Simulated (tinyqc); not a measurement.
UHF in the sto-6g basis, for BH2+, spin multiplicity 1, step by step (part 2 of 2). This run ends on a higher stationary point, not on the lowest solution. Computed by tinyqc, a small Python program that keeps every step (integrals from PySCF). Command: `OMP_NUM_THREADS=1 python tinyqc.py 24545 24546 out.jsonl` (the two numbers bound the seeds that draw the settings). One thread of a shared host (Intel(R) Xeon(R) Processor @ 2.60GHz), about 0.3 s of CPU time with the checks.

Geometry (angstrom):
```
atom,x,y,z
B,0.000000,0.000000,0.000000
H,0.000000,1.547000,0.712000
H,0.000000,-1.547000,0.712000
```

## Iteration 2: diagonalisation and new density

extrapolated F(alpha) (hartree), lower triangle:
```
,1B 1s,1B 2s,1B 2px,1B 2py,1B 2pz,2H 1s,3H 1s
1B 1s,-8.183814
1B 2s,-2.268901,-1.348778
1B 2px,0.000000,0.000000,-0.250335
1B 2py,0.000000,0.000000,-0.095411,-0.449340
1B 2pz,0.014764,-0.048754,0.000000,0.000000,-0.248855
2H 1s,-0.185963,-0.409972,-0.060748,-0.345371,-0.135864,-0.469833
3H 1s,-0.185963,-0.409972,0.060748,0.345371,-0.135864,-0.018043,-0.469833
```

extrapolated F(beta) (hartree), lower triangle:
```
,1B 1s,1B 2s,1B 2px,1B 2py,1B 2pz,2H 1s,3H 1s
1B 1s,-8.183814
1B 2s,-2.268901,-1.348778
1B 2px,0.000000,0.000000,-0.250335
1B 2py,0.000000,0.000000,0.095411,-0.449340
1B 2pz,0.014764,-0.048754,0.000000,0.000000,-0.248855
2H 1s,-0.185963,-0.409972,0.060748,-0.345371,-0.135864,-0.469833
3H 1s,-0.185963,-0.409972,-0.060748,0.345371,-0.135864,-0.018043,-0.469833
```

X:
```
,1,2,3,4,5,6,7
1B 1s,-0.490257,0.000000,0.668485,0.000000,-0.538547,0.000000,0.322151
1B 2s,0.920590,0.000000,-0.234144,0.000000,-0.221885,0.000000,0.537464
1B 2px,0.000000,0.000000,0.000000,1.000000,0.000000,0.000000,0.000000
1B 2py,0.000000,0.897608,0.000000,0.000000,0.000000,0.609951,0.000000
1B 2pz,0.312866,0.000000,0.667915,0.000000,0.678474,0.000000,0.179968
2H 1s,-0.559796,-0.649969,-0.298602,0.000000,0.242975,0.421172,0.351158
3H 1s,-0.559796,0.649969,-0.298602,0.000000,0.242975,-0.421172,0.351158
```

D(alpha) after iteration 1, lower triangle:
```
,1B 1s,1B 2s,1B 2px,1B 2py,1B 2pz,2H 1s,3H 1s
1B 1s,1.054453
1B 2s,-0.205108,0.775517
1B 2px,0.000000,0.000000,0.258199
1B 2py,0.000000,0.000000,0.328760,0.420066
1B 2pz,-0.059156,0.228775,0.000000,0.000000,0.070514
2H 1s,-0.026904,0.081602,0.055115,0.082642,0.011774,0.178017
3H 1s,-0.026904,0.081602,-0.055115,-0.082642,0.011774,-0.058065,0.178017
```

D(beta) after iteration 1, lower triangle:
```
,1B 1s,1B 2s,1B 2px,1B 2py,1B 2pz,2H 1s,3H 1s
1B 1s,1.054453
1B 2s,-0.205108,0.775517
1B 2px,0.000000,0.000000,0.258199
1B 2py,0.000000,0.000000,-0.328760,0.420066
1B 2pz,-0.059156,0.228775,0.000000,0.000000,0.070514
2H 1s,-0.026904,0.081602,-0.055115,0.082642,0.011774,0.178017
3H 1s,-0.026904,0.081602,0.055115,-0.082642,0.011774,-0.058065,0.178017
```

overlap S, lower triangle:
```
,1B 1s,1B 2s,1B 2px,1B 2py,1B 2pz,2H 1s,3H 1s
1B 1s,1.000000
1B 2s,0.264891,1.000000
1B 2px,0.000000,0.000000,1.000000
1B 2py,0.000000,0.000000,0.000000,1.000000
1B 2pz,0.000000,0.000000,0.000000,0.000000,1.000000
2H 1s,0.021518,0.252595,0.000000,0.272172,0.125266,1.000000
3H 1s,0.021518,0.252595,0.000000,-0.272172,0.125266,0.018296,1.000000
```

Diagonalise F' = X^T F X, C = X C', fill 3 alpha and 3 beta electrons from the bottom; D(s) = C_occ C_occ^T; the new density keeps 0.5 of the old one (damping). Each column has its largest component positive (the first on a tie).

F' = X^T F X (alpha) (hartree), lower triangle:
```
,1,2,3,4,5,6,7
1,-0.688644
2,0.000000,0.062222
3,1.402455,0.000000,-3.048170
4,0.000000,-0.006673,0.000000,-0.250335
5,-1.232267,0.000000,2.784053,0.000000,-3.054337
6,0.000000,0.014053,0.000000,-0.109367,0.000000,-0.682351
7,0.822095,0.000000,-2.076465,0.000000,2.193341,0.000000,-2.588744
```

orbital energies (alpha) (hartree): MO1 -8.185371, MO2 -0.883272, MO3 -0.708650, MO4 -0.290630, MO5 -0.224557, MO6 -0.020623, MO7 0.062744

coefficients C (alpha):
```
,MO1,MO2,MO3,MO4,MO5,MO6,MO7
1B 1s,0.995853,-0.237337,0.000000,0.117578,0.000000,0.138421,0.000000
1B 2s,0.015571,0.806905,0.000000,-0.465761,0.000000,-0.610031,0.000000
1B 2px,0.000000,0.000000,0.231867,0.000000,0.972303,0.000000,-0.029389
1B 2py,0.000000,0.000000,0.579138,0.000000,-0.110569,0.000000,0.911106
1B 2pz,-0.001333,0.089441,0.000000,0.801646,0.000000,-0.621348,0.000000
2H 1s,-0.001890,0.275564,0.419860,0.291239,-0.119462,0.651248,-0.639759
3H 1s,-0.001890,0.275564,-0.419860,0.291239,0.119462,0.651248,0.639759
```

F' = X^T F X (beta) (hartree), lower triangle:
```
,1,2,3,4,5,6,7
1,-0.688644
2,0.000000,0.062222
3,1.402455,0.000000,-3.048170
4,0.000000,0.006673,0.000000,-0.250335
5,-1.232267,0.000000,2.784053,0.000000,-3.054337
6,0.000000,0.014053,0.000000,0.109367,0.000000,-0.682351
7,0.822095,0.000000,-2.076465,0.000000,2.193341,0.000000,-2.588744
```

orbital energies (beta) (hartree): MO1 -8.185371, MO2 -0.883272, MO3 -0.708650, MO4 -0.290630, MO5 -0.224557, MO6 -0.020623, MO7 0.062744

coefficients C (beta):
```
,MO1,MO2,MO3,MO4,MO5,MO6,MO7
1B 1s,0.995853,-0.237337,0.000000,0.117578,0.000000,0.138421,0.000000
1B 2s,0.015571,0.806905,0.000000,-0.465761,0.000000,-0.610031,0.000000
1B 2px,0.000000,0.000000,-0.231867,0.000000,0.972303,0.000000,0.029389
1B 2py,0.000000,0.000000,0.579138,0.000000,0.110569,0.000000,0.911106
1B 2pz,-0.001333,0.089441,0.000000,0.801646,0.000000,-0.621348,0.000000
2H 1s,-0.001890,0.275564,0.419860,0.291239,0.119462,0.651248,-0.639759
3H 1s,-0.001890,0.275564,-0.419860,0.291239,-0.119462,0.651248,0.639759
```

D(alpha) after iteration 2, lower triangle:
```
,1B 1s,1B 2s,1B 2px,1B 2py,1B 2pz,2H 1s,3H 1s
1B 1s,1.051253
1B 2s,-0.190555,0.713428
1B 2px,0.000000,0.000000,0.155981
1B 2py,0.000000,0.000000,0.231522,0.377734
1B 2pz,-0.040855,0.150462,0.000000,0.000000,0.039258
2H 1s,-0.047094,0.151963,0.076234,0.162900,0.018211,0.215119
3H 1s,-0.047094,0.151963,-0.076234,-0.162900,0.018211,-0.079204,0.215119
```

D(beta) after iteration 2, lower triangle:
```
,1B 1s,1B 2s,1B 2px,1B 2py,1B 2pz,2H 1s,3H 1s
1B 1s,1.051253
1B 2s,-0.190555,0.713428
1B 2px,0.000000,0.000000,0.155981
1B 2py,0.000000,0.000000,-0.231522,0.377734
1B 2pz,-0.040855,0.150462,0.000000,0.000000,0.039258
2H 1s,-0.047094,0.151963,-0.076234,0.162900,0.018211,0.215119
3H 1s,-0.047094,0.151963,0.076234,-0.162900,0.018211,-0.079204,0.215119
```

## Iteration 29 (converged): orbitals

converged F(alpha) (hartree), lower triangle:
```
,1B 1s,1B 2s,1B 2px,1B 2py,1B 2pz,2H 1s,3H 1s
1B 1s,-7.963393
1B 2s,-2.214313,-1.298967
1B 2px,0.000000,0.000000,-0.117265
1B 2py,0.000000,0.000000,0.000000,-0.432023
1B 2pz,0.007040,-0.051220,0.000000,0.000000,-0.136496
2H 1s,-0.182904,-0.391149,0.000000,-0.345975,-0.115452,-0.458297
3H 1s,-0.182904,-0.391149,0.000000,0.345975,-0.115452,-0.009499,-0.458297
```

converged F(beta) (hartree), lower triangle:
```
,1B 1s,1B 2s,1B 2px,1B 2py,1B 2pz,2H 1s,3H 1s
1B 1s,-7.963393
1B 2s,-2.214313,-1.298967
1B 2px,0.000000,0.000000,-0.117265
1B 2py,0.000000,0.000000,0.000000,-0.432023
1B 2pz,0.007040,-0.051220,0.000000,0.000000,-0.136496
2H 1s,-0.182904,-0.391149,0.000000,-0.345975,-0.115452,-0.458297
3H 1s,-0.182904,-0.391149,0.000000,0.345975,-0.115452,-0.009499,-0.458297
```

Diagonalise F' = X^T F X, C = X C', fill 3 alpha and 3 beta electrons from the bottom; D(s) = C_occ C_occ^T. Each column has its largest component positive (the first on a tie).

F' = X^T F X (alpha) (hartree), lower triangle:
```
,1,2,3,4,5,6,7
1,-0.667936
2,0.000000,0.080113
3,1.363224,0.000000,-2.929910
4,0.000000,0.000000,0.000000,-0.117265
5,-1.182670,0.000000,2.754794,0.000000,-2.906629
6,0.000000,0.021918,0.000000,0.000000,0.000000,-0.675467
7,0.810305,0.000000,-2.014757,0.000000,2.157678,0.000000,-2.504604
```

orbital energies (alpha) (hartree): MO1 -7.965086, MO2 -0.837729, MO3 -0.676103, MO4 -0.206008, MO5 -0.117265, MO6 -0.000257, MO7 0.080748

coefficients C (alpha):
```
,MO1,MO2,MO3,MO4,MO5,MO6,MO7
1B 1s,0.995585,-0.238932,0.000000,0.139637,0.000000,-0.115161,0.000000
1B 2s,0.016553,0.808978,0.000000,-0.569339,0.000000,0.511414,0.000000
1B 2px,0.000000,0.000000,0.000000,0.000000,1.000000,0.000000,0.000000
1B 2py,0.000000,0.000000,0.583691,0.000000,0.000000,0.000000,0.914902
1B 2pz,-0.000343,0.069785,0.000000,0.657777,0.000000,0.774061,0.000000
2H 1s,-0.001971,0.276658,0.439826,0.423153,0.000000,-0.573830,-0.637494
3H 1s,-0.001971,0.276658,-0.439826,0.423153,0.000000,-0.573830,0.637494
```

F' = X^T F X (beta) (hartree), lower triangle:
```
,1,2,3,4,5,6,7
1,-0.667936
2,0.000000,0.080113
3,1.363224,0.000000,-2.929910
4,0.000000,0.000000,0.000000,-0.117265
5,-1.182670,0.000000,2.754794,0.000000,-2.906629
6,0.000000,0.021918,0.000000,0.000000,0.000000,-0.675467
7,0.810305,0.000000,-2.014757,0.000000,2.157678,0.000000,-2.504604
```

orbital energies (beta) (hartree): MO1 -7.965086, MO2 -0.837729, MO3 -0.676103, MO4 -0.206008, MO5 -0.117265, MO6 -0.000257, MO7 0.080748

coefficients C (beta):
```
,MO1,MO2,MO3,MO4,MO5,MO6,MO7
1B 1s,0.995585,-0.238932,0.000000,0.139637,0.000000,-0.115161,0.000000
1B 2s,0.016553,0.808978,0.000000,-0.569339,0.000000,0.511414,0.000000
1B 2px,0.000000,0.000000,0.000000,0.000000,1.000000,0.000000,0.000000
1B 2py,0.000000,0.000000,0.583691,0.000000,0.000000,0.000000,0.914902
1B 2pz,-0.000343,0.069785,0.000000,0.657777,0.000000,0.774061,0.000000
2H 1s,-0.001971,0.276658,0.439826,0.423153,0.000000,-0.573830,-0.637494
3H 1s,-0.001971,0.276658,-0.439826,0.423153,0.000000,-0.573830,0.637494
```

D(alpha) after iteration 29, lower triangle:
```
,1B 1s,1B 2s,1B 2px,1B 2py,1B 2pz,2H 1s,3H 1s
1B 1s,1.048278
1B 2s,-0.176811,0.654719
1B 2px,0.000000,0.000000,0.000000
1B 2py,0.000000,0.000000,0.000000,0.340695
1B 2pz,-0.017015,0.056449,0.000000,0.000000,0.004870
2H 1s,-0.068065,0.223778,0.000000,0.256722,0.019307,0.269990
3H 1s,-0.068065,0.223778,0.000000,-0.256722,0.019307,-0.116903,0.269990
```

D(beta) after iteration 29, lower triangle:
```
,1B 1s,1B 2s,1B 2px,1B 2py,1B 2pz,2H 1s,3H 1s
1B 1s,1.048278
1B 2s,-0.176811,0.654719
1B 2px,0.000000,0.000000,0.000000
1B 2py,0.000000,0.000000,0.000000,0.340695
1B 2pz,-0.017015,0.056449,0.000000,0.000000,0.004870
2H 1s,-0.068065,0.223778,0.000000,0.256722,0.019307,0.269990
3H 1s,-0.068065,0.223778,0.000000,-0.256722,0.019307,-0.116903,0.269990
```

## Convergence

Stop when the energy changes by less than 1e-08 hartree and every element of the error matrix X^T (F D S - S D F) X (for each spin) is below 3e-05.

Course of the cycle:
```
iteration,E (hartree),change,largest element of the error matrix
1,-24.37314429,-,1.62e-01
2,-24.73165253,-3.59e-01,9.63e-02
3,-24.94692612,-2.15e-01,5.59e-02
4,-25.07118232,-1.24e-01,3.38e-02
5,-25.14003046,-6.88e-02,2.00e-02
6,-25.17836105,-3.83e-02,1.07e-02
7,-25.19983499,-2.15e-02,5.50e-03
8,-25.21149817,-1.17e-02,2.82e-03
9,-25.21763386,-6.14e-03,1.36e-03
10,-25.22077280,-3.14e-03,6.64e-04
11,-25.22235707,-1.58e-03,3.33e-04
12,-25.22315261,-7.96e-04,1.68e-04
13,-25.22355126,-3.99e-04,8.46e-05
14,-25.22375082,-2.00e-04,4.22e-05
15,-25.22385065,-9.98e-05,2.10e-05
16,-25.22390058,-4.99e-05,1.05e-05
17,-25.22392555,-2.50e-05,5.26e-06
18,-25.22393804,-1.25e-05,2.63e-06
19,-25.22394428,-6.24e-06,1.32e-06
20,-25.22394740,-3.12e-06,6.58e-07
21,-25.22394896,-1.56e-06,3.29e-07
22,-25.22394974,-7.80e-07,1.64e-07
23,-25.22395013,-3.90e-07,8.22e-08
24,-25.22395033,-1.95e-07,4.11e-08
25,-25.22395043,-9.75e-08,2.05e-08
26,-25.22395048,-4.88e-08,1.03e-08
27,-25.22395050,-2.44e-08,5.14e-09
28,-25.22395051,-1.22e-08,2.57e-09
29,-25.22395052,-6.10e-09,1.28e-09
```

PySCF UHF in the same basis, after a stability check = -25.23657780 hartree

Converged in 29 iterations. But the solution lies 0.01263 hartree above the reference: it is another stationary point, not the lowest one. Reruns (cap 100 unless said): DIIS 8: converged in 10 to a higher stationary point; damping 0.5: converged in 55 to a higher stationary point; level shift 0.5: converged in 54 to a higher stationary point; atomic densities as start, DIIS 8: converged in 8 to a higher stationary point.

## Populations, bond orders and dipole

Mulliken: Z minus the diagonal of D S on the atom; Loewdin: the same with S^(1/2) D S^(1/2); Mayer order: 2 sum_s sum (D(s) S)_ij (D(s) S)_ji over the two atoms.

Charges (e):
```
atom,Mulliken,Loewdin,Mulliken spin
1B,0.580813,0.616766,0
2H,0.209594,0.191617,0
3H,0.209594,0.191617,0
```

Mayer bond orders:
```
pair,order
2-1,0.894212
3-1,0.894212
3-2,0.061858
```

dipole moment about the origin, x y z (debye): 0.000000  0.000000  0.639161

<S^2> of the determinant (pure state: 0) = 0.000000
